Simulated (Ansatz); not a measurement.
# CH5N (triplet): from Hartree-Fock to the top rungs at distance C1–H5 along a hydrogen transfer = 1.090 Å, cc-pVDZ

How much of the correlation energy of CH5N (triplet) does each wave-function method recover here?

The runs use Ansatz 0.2.0, Gaussian basis; cc-pVDZ, core rule «outside noble gas», up to 2 orbitals frozen.

Plan: UHF; CCSD(T) on ROHF; CCSD(T) on UHF; BCCD(T) on ROHF; CISD; CCSDT(Q) on ROHF; CCSDT(Q) on UHF; CASSCF and MRCISD+Q, 4 electrons in 4 orbitals; CASSCF and NEVPT2, 4 electrons in 4 orbitals.

### 1 What is computed

The geometry derives from fragments relaxed apart (PBE0/def2-TZVP) and kept rigid, so it is no stationary point. A hydrogen atom is moved between rigid fragments.

7 atoms, charge 0, spin multiplicity 3.

Atoms are counted from 1 here; the program's logs count them from 0.

Bond lengths: C1–H2 1.090 Å, C1–H3 1.090 Å, C1–H4 1.090 Å, C1–H5 1.090 Å, H5–N6 1.295 Å, N6–H7 1.040 Å. Angles: H2–C1–H3 109.5°, H2–C1–H4 109.5°, H2–C1–H5 109.5°, H3–C1–H4 109.5°, H3–C1–H5 109.5°, H4–C1–H5 109.5°, C1–H5–N6 180.0°, H5–N6–H7 105.0°.

### 2 UHF

in.yaml reads:

```yaml
crystal:
  periodic: [false, false, false]
  atoms:
    - {symbol: C, position_ang: [-1.161768, 0.032592, 0.000000]}
    - {symbol: H, position_ang: [-1.524973, 1.059892, 0.000000]}
    - {symbol: H, position_ang: [-1.524974, -0.481059, 0.889668]}
    - {symbol: H, position_ang: [-1.524973, -0.481059, -0.889669]}
    - {symbol: H, position_ang: [-0.072151, 0.032592, 0.000000]}
    - {symbol: N, position_ang: [1.223232, 0.032592, 0.000000]}
    - {symbol: H, position_ang: [1.492314, -0.971635, 0.000000]}
basis:
  gaussian: {orbitals: cc-pVDZ}
magnetization: {spin_polarized: true, initial_magnetization: 2}
hamiltonian: {xc: hf}
output: {orbitals: {seedname: orbitals}}
```

Started as:

```
> ansatz run in.yaml --threads 1 --pin off --events-out ev --progress --plain --max-ram 4096MiB --backend cpu
```

After this run come: CCSD(T) on ROHF; CCSD(T) on UHF; BCCD(T) on ROHF; CISD; CCSDT(Q) on ROHF; CCSDT(Q) on UHF; CASSCF and MRCISD+Q, 4 electrons in 4 orbitals; CASSCF and NEVPT2, 4 electrons in 4 orbitals.

**Question.** What will the summary of the whole plan be? Wanted: UCCSDT(Q) below the RHF energy; RMP2 from UCCSDT(Q); UMP2 from UCCSDT(Q); RCCSD from UCCSDT(Q); RCCSD(T) from UCCSDT(Q); UCCSD(T) from UCCSDT(Q); RCCSDT(Q) from UCCSDT(Q); NEVPT2 pair from UCCSDT(Q); MRCISD+Q pair from UCCSDT(Q).

The runs gave:

| quantity | value |
| --- | --- |
| UCCSDT(Q) below the RHF energy | -9.3081 eV |
| RMP2 from UCCSDT(Q) | +1342.0 meV |
| UMP2 from UCCSDT(Q) | +1353.5 meV |
| RCCSD from UCCSDT(Q) | +229.8 meV |
| RCCSD(T) from UCCSDT(Q) | +33.1 meV |
| UCCSD(T) from UCCSDT(Q) | +32.7 meV |
| RCCSDT(Q) from UCCSDT(Q) | +1.3 meV |
| NEVPT2 pair from UCCSDT(Q) | +1290.0 meV |
| MRCISD+Q pair from UCCSDT(Q) | +101.1 meV |
| levels within 1 kcal/mol (43 meV) | RCCSD(T), UCCSD(T), BCCD(T), RCCSDT, UCCSDT, RCCSDT(Q) |
| T1 diagnostic | 0.021 |

**Reading.** RCCSD(T) lands +33.1 meV from the yardstick (0.4 % of the correlation energy). Of the multireference levels listed MRCISD+Q pair comes nearest in total energy (+101.1 meV), which doesn't show that its space is the better one. These misses are within one basis, not against nature; the frozen cores of restricted and unrestricted runs differ, which can shift their rows.
